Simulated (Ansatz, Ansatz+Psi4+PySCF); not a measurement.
```yaml
atoms:
  - { symbol: Al, position_ang: [0.0000, 0.0000, 0.0000] }
  - { symbol: O, position_ang: [0.0000, 0.0000, 1.7539] }
```

Basis set: cc-pVTZ on O; cc-pV(T+d)Z on Al (spherical functions). Frozen core: 6 orbitals. Charge 0, multiplicity 2.

Computed with Ansatz (development build ahead of 0.2.0); the reference of a correlated method needn't be the lowest determinant of its kind.

Problem. Give the atomization energy at this shape (free ground-state atoms in the same class of orbitals less the molecule, no zero-point energy) of doublet AlO by UHF-CCSD(T), UHF-CCSD.

Solution.

```
     method  atomization energy
UHF-CCSD(T)        453.4 kJ/mol
   UHF-CCSD        427.8 kJ/mol
```

Caution: the reference determinant was not shown to be the lowest; the shape is not the minimum.
